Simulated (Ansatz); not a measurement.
C4H8O can be A, `C1CCOC1`, or B, `C=CCCO`.

Isolated molecules relaxed with PBE0-D4/def2-TZVP in Ansatz; ΔE leaves out vibrations. CCSD(T)/CBS is the MP2 limit (def2-TZVPP, def2-QZVPP) plus CCSD(T) − MP2 in def2-TZVPP, frozen cores. Functionals use def2-TZVPP. B3LYP here is the variant with VWN-RPA as its local correlation; programs differ in this. Each species was taken in one conformer, which may not be the lowest.

A:

```xyz
13

C     0.844    0.034   -0.655
C     0.476    0.679    0.676
C    -1.033    0.501    0.688
O    -1.297   -0.707   -0.011
C    -0.132   -1.131   -0.704
H     1.885   -0.284   -0.714
H     0.652    0.728   -1.478
H     0.779    1.724    0.754
H     0.932    0.128    1.503
H    -1.450    0.423    1.695
H    -1.531    1.335    0.176
H    -0.411   -1.414   -1.723
H     0.286   -2.016   -0.207
```

B:

Z-matrix (Å, degrees):
```
C
C 1 1.498
C 1 1.516 2 114.9
H 1 1.098 2 108.8 3 -123.0
H 1 1.096 2 108.9 3 122.3
C 2 1.328 1 126.5 3 14.1
H 2 1.088 1 115.3 3 -166.1
O 3 1.410 1 112.7 2 65.4
H 3 1.092 1 109.6 2 -176.7
H 3 1.100 1 110.1 2 -59.3
H 6 1.083 2 121.0 1 179.4
H 6 1.086 2 122.6 1 0.5
H 8 0.962 3 107.6 1 -50.2
```

(1) Which isomer does CCSD(T)/CBS put lower? Give the gap. (An estimate is asked.)

(2) Give E(B) − E(A) in kJ/mol with B3LYP, PBE0-D4, CCSD(T)/def2-TZVPP, PBE-D4, r2SCAN-D4, CCSD/def2-TZVPP, ωB97M-V. (Best estimate.)

Largest T1 diagnostic: 0.010.

## Answers

(1) The calculation gave: A, by 36.3 kJ/mol.

(2) The calculation gave: B3LYP 32.5, PBE0-D4 52.4, CCSD(T)/def2-TZVPP 39.2, PBE-D4 43.4, r2SCAN-D4 43.8, CCSD/def2-TZVPP 41.1, ωB97M-V 42.9. None reverses the order clearly.

From PBE to PBE0 (25 % exact exchange), in def2-TZVPP and without D4, E(B) − E(A) moves by +9.3 kJ/mol.
